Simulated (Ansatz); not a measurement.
Basis-set series for `OC(F)CF`. Charge 0, multiplicity 1. The geometry is a stationary point of PBE0-D4/def2-TZVP. It is one conformer, not always the lowest.

| functional | basis | functions | energy (Eh) | HOMO (eV) | LUMO (eV) |
| --- | --- | --- | --- | --- | --- |
| PBE0-D4 | def2-TZVPP | 211 | -353.31957 | -9.20 | 1.06 |
| PBE0-D4 | def2-QZVPP | 405 | -353.33843 | -9.25 | 0.64 |
| ωB97M-V | def2-TZVPP | 211 | -353.57191 | -11.65 | 2.70 |
| ωB97M-V | def2-QZVPP | 405 | -353.59009 | -11.70 | 1.92 |

(1) Give the rows for def2-SVP. (An estimate is asked.)

## Answers

(1) Computed: 
| functional | basis | functions | energy (Eh) | HOMO (eV) | LUMO (eV) |
| --- | --- | --- | --- | --- | --- |
| PBE0-D4 | def2-SVP | 90 | -352.89328 | -8.97 | 1.80 |
| ωB97M-V | def2-SVP | 90 | -353.13416 | -11.40 | 3.60 |

Positive LUMOs are unbound and depend on the basis.
